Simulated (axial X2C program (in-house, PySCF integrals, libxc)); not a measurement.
Nuclear properties of SiH

Computed with an in-house all-electron X2C program for linear molecules (integrals from PySCF): two-component X2C with atomic mean-field Coulomb and Gaunt terms, Gaussian nuclei, basis Si dyall-v3z, H dyall-v3z with contracted cores.

R = 1.536 Å (near the PBE0 minimum at charge 0 of the determinant lowest at the starting distance; the state shown can have its own minimum elsewhere).

Input and command:
```json
{"zs": [14, 1], "q": 0, "bas": ["dyall-v3z", "dyall-v3z"], "r0": 1.48, "levels": ["PBE0", "HF", "PBE", "LDA", "r2SCAN"], "nst": 3}
```
```bash
python soeom.py task.json out
```

Keys: zs atomic numbers; q charge; bas basis sets; r0 starting distance in Å; levels methods; nst determinants followed.

Determinant lowest in the PBE0 search, Ω = 1/2 (⟨Sz⟩ = -0.50, ⟨Lz⟩ = 1.00 at PBE0), spin on the atoms Si -0.52, H 0.02:

```json
{"level": "PBE0", "Eeff magnitude (GV/cm)": "0.0141", "Ws magnitude Si (kHz)": "0.011", "A∥/gI Si (MHz)": "579", "qzz Si (a.u.)": "-1.48", "A∥/gI H (MHz)": "11.7", "qzz H (a.u.)": "0.12", "μ (D)": "0.14"}
{"level": "HF", "Eeff magnitude (GV/cm)": "0.0237", "Ws magnitude Si (kHz)": "0.0182", "A∥/gI Si (MHz)": "499", "qzz Si (a.u.)": "-1.44", "A∥/gI H (MHz)": "11.3", "qzz H (a.u.)": "0.12", "μ (D)": "0.20"}
{"level": "PBE", "Eeff magnitude (GV/cm)": "0.0122", "Ws magnitude Si (kHz)": "0.00967", "A∥/gI Si (MHz)": "595", "qzz Si (a.u.)": "-1.49", "A∥/gI H (MHz)": "12", "qzz H (a.u.)": "0.12", "μ (D)": "0.11"}
{"level": "LDA", "Eeff magnitude (GV/cm)": "0.00588", "Ws magnitude Si (kHz)": "0.00464", "A∥/gI Si (MHz)": "586", "qzz Si (a.u.)": "-1.54", "A∥/gI H (MHz)": "12", "qzz H (a.u.)": "0.12", "μ (D)": "0.13"}
{"level": "r2SCAN", "Eeff magnitude (GV/cm)": "0.0226", "Ws magnitude Si (kHz)": "0.0171", "A∥/gI Si (MHz)": "544", "qzz Si (a.u.)": "-1.49", "A∥/gI H (MHz)": "12.3", "qzz H (a.u.)": "0.12", "μ (D)": "0.16"}
```

Determinant 0.02 eV from it at PBE0 and this distance, Ω = 3/2 (⟨Sz⟩ = 0.50, ⟨Lz⟩ = 1.00 at PBE0), spin on the atoms Si 0.52, H -0.02:

| level | Eeff magnitude (GV/cm) | Ws magnitude Si (kHz) | A∥/gI Si (MHz) | qzz Si (a.u.) | A∥/gI H (MHz) | qzz H (a.u.) | μ (D) |
| --- | --- | --- | --- | --- | --- | --- | --- |
| PBE0 | 0.0162 | 0.00424 | 108 | -1.48 | 0.935 | 0.12 | 0.14 |
| HF | 0.00171 | 0.000437 | 131 | -1.45 | 0.814 | 0.12 | 0.20 |
| PBE | 0.014 | 0.00369 | 103 | -1.50 | 0.853 | 0.12 | 0.11 |
| LDA | 0.00775 | 0.00204 | 118 | -1.55 | 0.898 | 0.12 | 0.13 |
| r2SCAN | 0.0243 | 0.00615 | 113 | -1.49 | 0.821 | 0.12 | 0.16 |

Eeff is the effective electric field on the electron electric dipole moment in this Ω state and Ws the scalar–pseudoscalar constant of the nucleus named (defined with the proton number Z and per Ω); A∥ (defined per Ω) follows by multiplying with gI = μI/(I μN); qzz is the electric field gradient, eQq0 = 234.96 MHz × Q/barn × qzz; μ is positive if the H end (last atom) is positive. The operators were transformed with the bare-nucleus X2C matrices; with these basis sets, hyperfine constants and field gradients can be off by tens of per cent, and where levels differ in sign neither size nor sign is settled.

Task: With gI(29Si) = -1.1106, gI(1H) = 5.5857 (g factors from the IAEA table of nuclear moments by Stone), turn the PBE0 values of the first state into constants in MHz.

Result: A∥(29Si) = 579 × -1.1106 = -643 MHz; A∥(1H) = 11.7 × 5.5857 = 65.4 MHz.

Each state is one determinant with collinear spin. Unrestricted Hartree–Fock can overshoot spin polarisation at the nuclei. Where Eeff spreads by more than a factor of two the levels disagree and none is to be relied on. The search compared states at one distance, so a state with another bond length can lie lower. Further determinants of the search, some of them spin-mixed, are not shown. PBE0 term energies can be off by some tenths of an eV.
